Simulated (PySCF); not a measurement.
Point groups of optimised structures. The calculation used PBE0-D3(BJ)/def2-SVP geometry optimisation, gas phase (PySCF 2.14.0). The symmetry is that of the one conformer found, every atom within 0.08 Å of its image; none is proved a minimum here. Atoms past krypton carry def2 core potentials. The geometries of the anions come from a basis without diffuse functions.

(1) What symmetry has 1,3-hexadiyne (`C(C#CC#C)C`)?

(2) What symmetry has `[CH]=C` [radical]?

(3) `[CH:1]#[C:2][CH2:3][CH2:4][C:5]#[CH:6]` with C2–C3–C4–C5 180°: symmetry, top, dipole?

(4) Point group, rotor type and polarity of `[CH:1]#[C:2]/[CH:3]=[CH:4]\[CH:5]=[CH2:6]` with C3–C4–C5–C6 180°?

(5) What symmetry has `[H][Ru-4]([H])([H])([H])([H])[H]` ([RuH6]4-)?

(6) What symmetry has `[O:1]=[C:2]([OH:3])[c:4]1[c:5][cH:6][o:7][cH:8]1` (doublet state) with O1–C2–O3–H 0°, O1–C2–C4–C5 180°?

(7) Point group, rotor type and polarity of `[F:1][c:2]1[n:3][cH:4][s:5][c:6]1[F:7]`?

Results:

(1) Cs; near-prolate asymmetric top; symmetry number 1; 2 operations, which sort the 12 atoms into 10 sets; dipole 1.32 D, in the ab plane, which is the mirror; A, B, C = 21877, 1326, 1270 MHz.

(2) Cs; near-prolate asymmetric top; symmetry number 1; 2 operations, which sort the 5 atoms into 5 sets; dipole 0.67 D, in the ab plane, which is the mirror.

(3) C2h; near-prolate asymmetric top; symmetry number 2; 4 operations, which sort the 12 atoms into 5 sets; dipole forbidden by symmetry (computed 0.00 D); heavy atoms equivalent by symmetry: C1/C6, C2/C5, C3/C4.

(4) Cs; near-prolate asymmetric top; symmetry number 1; 2 operations, which sort the 12 atoms into 12 sets; dipole 0.54 D, in the ab plane, which is the mirror; A, B, C = 9788, 1958, 1631 MHz; heavy atoms equivalent by symmetry: none.

(5) C5v; oblate symmetric top; symmetry number 5; 10 operations, which sort the 7 atoms into 3 sets; dipole about the centre of mass 0.52 D, along the axis; A, B, C = 49120, 49078, 45630 MHz.

(6) Cs; asymmetric top; symmetry number 1; 2 operations, which sort the 11 atoms into 11 sets; dipole 1.23 D, in the ab plane, which is the mirror; A, B, C = 5677, 1542, 1213 MHz.

(7) Cs; asymmetric top; symmetry number 1; 2 operations, which sort the 8 atoms into 8 sets; dipole 2.49 D, in the ab plane, which is the mirror; heavy atoms equivalent by symmetry: none.
